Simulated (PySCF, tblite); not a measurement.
Phosphorus trifluoride, PF3.
Numbering: `[F:1][P:2]([F:3])[F:4]`

Computed with GFN2-xTB (tblite), gas phase: Langevin dynamics at 300 K from the optimised GFN2-xTB geometry, time step 0.5 fs, friction 0.01 fs⁻¹, 2000 steps. Over the second half of the run the saved frames average 271 K.

Frame at 250 fs, instantaneous temperature 280 K:
```
atom  x, y, z in Å
F1     -1.047   -0.995    0.684
P2     -0.122    0.349    0.766
F3      0.479   -0.097   -0.664
F4     -1.396    1.151    0.129
```

Frame at 425 fs, instantaneous temperature 408 K:
```
atom  x, y, z in Å
F1     -1.242   -0.981    0.813
P2     -0.033    0.193    0.640
F3     -0.011    0.161   -0.901
F4     -1.119    1.380    0.599
```

Frame at 625 fs, instantaneous temperature 289 K:
```
atom  x, y, z in Å
F1     -0.803   -1.480    0.824
P2      0.106   -0.186    0.579
F3     -0.177   -0.277   -1.022
F4     -1.037    0.853    0.816
```

Frame at 800 fs, instantaneous temperature 234 K:
```
atom  x, y, z in Å
F1     -0.667   -1.415    1.116
P2      0.382   -0.358    0.525
F3      0.002   -0.618   -1.047
F4     -0.547    0.857    0.691
```

Frame at 1000 fs, instantaneous temperature 363 K:
```
atom  x, y, z in Å
F1     -1.378   -1.138    1.053
P2      0.115   -0.684    0.694
F3      0.142   -1.214   -0.815
F4     -0.338    0.790    0.354
```

Question: What do single points at PBE0/def2-SVPD (PySCF, gas phase, TDDFT, vertical, frozen core in the response) give on these frames?

Answer: 
```json
{"t (fs)": "250", "GFN2-xTB E above start (eV)": "0.18", "DFT E above lowest frame (eV)": "0.34", "HOMO (eV)": "-10.39", "LUMO (eV)": "-1.73", "dipole (D)": "2.36", "S1 (eV)": "7.69", "f(S1)": "0.137"}
{"t (fs)": "425", "GFN2-xTB E above start (eV)": "0.16", "DFT E above lowest frame (eV)": "0.26", "HOMO (eV)": "-10.08", "LUMO (eV)": "-1.30", "dipole (D)": "2.06", "S1 (eV)": "7.84", "f(S1)": "0.155"}
{"t (fs)": "625", "GFN2-xTB E above start (eV)": "0.04", "DFT E above lowest frame (eV)": "0.09", "HOMO (eV)": "-9.92", "LUMO (eV)": "-1.11", "dipole (D)": "1.79", "S1 (eV)": "7.91", "f(S1)": "0.170"}
{"t (fs)": "800", "GFN2-xTB E above start (eV)": "0.07", "DFT E above lowest frame (eV)": "0.07", "HOMO (eV)": "-9.72", "LUMO (eV)": "-0.78", "dipole (D)": "1.55", "S1 (eV)": "8.03", "f(S1)": "0.182"}
{"t (fs)": "1000", "GFN2-xTB E above start (eV)": "0.03", "DFT E above lowest frame (eV)": "0.00", "HOMO (eV)": "-9.70", "LUMO (eV)": "-0.82", "dipole (D)": "1.45", "S1 (eV)": "7.96", "f(S1)": "0.171"}
```

The two levels order the frames alike by energy but for pairs within 0.08 eV at one level; measured from each level's lowest frame they differ by 0.19 eV at most. The HOMO–LUMO gap runs from 8.66 to 8.94 eV. These are instantaneous structures, not minima.

What follows is the cost of the whole dynamics run. The run took 6.2 s of wall time on an Arm Neoverse N1 with one thread, shared host with 32 logical CPUs at a one-minute load of 22, and the process peaked at 0.18 GiB of memory.
